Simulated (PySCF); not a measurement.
Species: cyanate anion, CNO (charge -1).
Cartesian coordinates in Å at the PBE0-D3(BJ)/def2-SVP level; atoms count from 1:
```
atom  x, y, z in Å
N1     1.290    0.029   -0.012
C2     0.098   -0.001   -0.016
O3    -1.125   -0.032   -0.021
```

Computed with PySCF at PBE0/pcSseg-1, non-relativistic, on one gas-phase PBE0-D3(BJ)/def2-SVP geometry that isn't relaxed in the solvent. The solvent is an IEF-PCM continuum (Bondi radii, 1.10 Å for H, scaled by 1.2). The model holds no explicit solvent molecules, cavitation or dispersion.

Gas phase at PBE0/pcSseg-1: HOMO -0.49 eV, LUMO 9.83 eV.

Task: What does the continuum do to the energy and the frontier levels at PBE0/pcSseg-1 in chloroform and tetrahydrofuran?

Result: 
```tsv
solvent	ε	E(solvent) − E(gas) (kcal/mol)	polarisation term (kcal/mol)	distortion of the solute (kcal/mol)	HOMO (eV)	LUMO (eV)
chloroform	4.711	-54.23	-54.35	0.12	-5.16	5.20
tetrahydrofuran	7.426	-59.59	-59.76	0.17	-5.62	4.74
```

The polarisation term is half the interaction of the solute with the surface charges that it induces; the rest is the cost of distorting the solute's density. The sum is the electrostatic part of solvation alone. From chloroform to tetrahydrofuran the lowering changes by a factor 1.10, Born's factor 1 − 1/ε by 1.10 and ε itself by 1.6.

Task: Which radius a makes Born's formula ΔE = −(q²/2a)(1 − 1/ε) give the value in tetrahydrofuran?

Result: a = q²(1 − 1/ε)/(2|ΔE|) = 2.41 Å, with q = -1 e and |ΔE| = 0.0950 Eh; the farthest nucleus lies 1.21 Å from the centroid of the nuclei. The formula assumes a point charge at the centre of a sphere.

Task: Which ESP-fitted charges (PBE0/pcSseg-1) respond most in chloroform (means over atoms taken as equivalent)?

Result: 
| atoms | environment | gas (e) | solvent (e) | change |
| --- | --- | --- | --- | --- |
| N1 | nitrogen bonded to C | -0.919 | -0.957 | -0.038 |
| C2 | isocyanate carbon | +0.605 | +0.638 | +0.033 |
| O3 | oxygen bonded to C | -0.686 | -0.680 | +0.006 |

Task: Which Mayer bond orders change most in chloroform?

Result: 
```
 bond  length (Å)    gas  solvent  change
N1–C2       1.192  2.685    2.668  -0.017
C2–O3       1.223  1.705    1.719  +0.014
```
